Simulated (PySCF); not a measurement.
Molecule: `CC(C)=N`, C₃H₇N.

Molfile (atoms numbered from 1):
```
C3H7N
     RDKit          3D

 11 10  0  0  0  0  0  0  0  0999 V2000
    1.3000   -0.5317   -0.1024 C   0  0  0  0  0  0  0  0  0  0  0  0
    0.1385    0.4084    0.0511 C   0  0  0  0  0  0  0  0  0  0  0  0
   -1.2275   -0.2255    0.0119 C   0  0  0  0  0  0  0  0  0  0  0  0
    0.3657    1.6508    0.2021 N   0  0  0  0  0  0  0  0  0  0  0  0
    1.2349   -1.0821   -1.0552 H   0  0  0  0  0  0  0  0  0  0  0  0
    1.3002   -1.2855    0.7019 H   0  0  0  0  0  0  0  0  0  0  0  0
    2.2403    0.0324   -0.0711 H   0  0  0  0  0  0  0  0  0  0  0  0
   -2.0253    0.5209    0.1344 H   0  0  0  0  0  0  0  0  0  0  0  0
   -1.3824   -0.7531   -0.9434 H   0  0  0  0  0  0  0  0  0  0  0  0
   -1.3268   -0.9816    0.8079 H   0  0  0  0  0  0  0  0  0  0  0  0
   -0.5195    2.1615    0.2937 H   0  0  0  0  0  0  0  0  0  0  0  0
  1  2  1  0
  2  3  1  0
  2  4  2  3
  1  5  1  0
  1  6  1  0
  1  7  1  0
  3  8  1  0
  3  9  1  0
  3 10  1  0
  4 11  1  0
M  END
```

Geometry PBE0-D3(BJ)/def2-SVP throughout; GIAO in PySCF 2.14.0 with density-fitted response routines, gas phase, one conformer, non-relativistic; equivalent atoms averaged; functional PBE0.

For orientation, pcSseg-1 gives these absolute shieldings σ: C2 4.3, C3 152.6, C1 156.6, N4 -90.7, H11 21.85, H5/H6/H7 29.33, H8/H9/H10 29.44 ppm.

A run gave: C2 23.2, C3 164.2, C1 167.9, N4 -62.1, H11 22.13, H5/H6/H7 29.54, H8/H9/H10 29.64 ppm (absolute shieldings σ).

Q: Which basis set was used in that run?
A. 6-311+G(2d,p)
B. STO-3G
C. def2-SVP
D. aug-cc-pVDZ

A: C. C2 tells them apart best: def2-SVP gives 23.2, STO-3G gives 103.9, aug-cc-pVDZ gives 18.9, 6-311+G(2d,p) gives 5.1 ppm.
